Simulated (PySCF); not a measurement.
Species: C₄H₁₁PS.
Geometry (GFN2-xTB, Å), atoms numbered from 1 in this order:
```xyz
17
C4H11PS angstrom
C     -0.616    1.007    0.967
C     -0.596    0.106   -0.262
C     -1.858   -0.746   -0.346
C      0.646   -0.785   -0.236
P      2.176    0.228   -0.285
S      2.252    1.652   -1.576
H     -1.496    1.644    0.958
H     -0.624    0.417    1.882
H      0.266    1.652    0.970
H     -0.535    0.740   -1.154
H     -1.846   -1.367   -1.239
H     -2.740   -0.112   -0.384
H     -1.940   -1.395    0.524
H      0.663   -1.421    0.652
H      0.670   -1.425   -1.126
H      3.160   -0.759   -0.400
H      2.411    0.575    1.046
```

Method used: PySCF, TDDFT PBE0/def2-SVPD, vertical, gas phase, core orbitals frozen in the response.

Ground-to-excited transition dipoles (e·a0, same axes as the geometry; the sign carries no meaning), for the states with f of 0.002 or more among the lowest 7:

```tsv
state	E (eV)	μx	μy	μz
S1	5.626	0.318	-0.196	-0.031
S2	5.670	-0.063	-0.095	-0.330
S3	5.793	-0.022	0.134	0.261
S4	5.901	0.456	0.291	-0.052
S5	6.046	0.239	0.049	-0.002
S6	6.273	0.014	-0.573	0.255
S7	6.470	-0.075	-0.084	0.246
```

Task: Work out the oscillator strengths.

Result: f = (2/3) ΔE |μ|² with ΔE in hartree (27.2114 eV).

```
state  |μ|² (au)  |μ| (D)      f
   S1      0.140     0.95  0.019
   S2      0.122     0.89  0.017
   S3      0.087     0.75  0.012
   S4      0.295     1.38  0.043
   S5      0.059     0.62  0.009
   S6      0.393     1.59  0.060
   S7      0.073     0.69  0.012
```

Task: Which bond between heavy atoms lies closest to the direction of the S6 transition dipole?

Result: P5–S6, at 19° from it; next C2–C4 at 56°.

Task: What angle do the transition dipoles of S2 and S4 make?

Result: |cos θ| = |μa·μb| / (|μa| |μb|) = 0.21, so θ ≈ 78° (taken between 0 and 90°, since the signs are arbitrary).

Task: How is the summed strength of these states shared among x, y and z?

Result: (2/3) Σ ΔE μα² gives 0.054 for x, 0.073 for y and 0.045 for z, 0.172 in all.

Task: What peak molar absorption coefficient would the strongest computed level give as a lone Gaussian band 0.5 eV wide at half height?

Result: ε(max) = 2.175×10⁸ f / FWHM, with the width in cm⁻¹. S6: 2.175×10⁸ × 0.0604 / 4033 ≈ 3300 L mol⁻¹ cm⁻¹.

The run took 36 s on Arm Neoverse V1, one thread, on a shared host.

One conformer stands for the species.
